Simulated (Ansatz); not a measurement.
## Longitudinal phonon frequency at X of fcc Ni at several levels of theory

No measured value is used here.

Put these levels in order of the longitudinal phonon frequency at X that they give for fcc Ni, smallest first: LDA (Ansatz, a program for electronic structure), PBE (Ansatz), r²SCAN (Ansatz).

PBE (282 cm⁻¹), r²SCAN (300 cm⁻¹), LDA (313 cm⁻¹)

Unless a cell is named, each level is at its own relaxed cell (LDA 10.03, PBE 10.89, r²SCAN 10.52 Å³/atom).

Spin-polarised runs: r²SCAN (parallel moments), LDA (parallel moments), PBE (parallel moments). Each level is taken at its own relaxed cell. Cutoffs differ between the levels. Ansatz's density-functional and Hartree–Fock values are scalar-relativistic unless marked +SOC, with PAW data made under PBE.
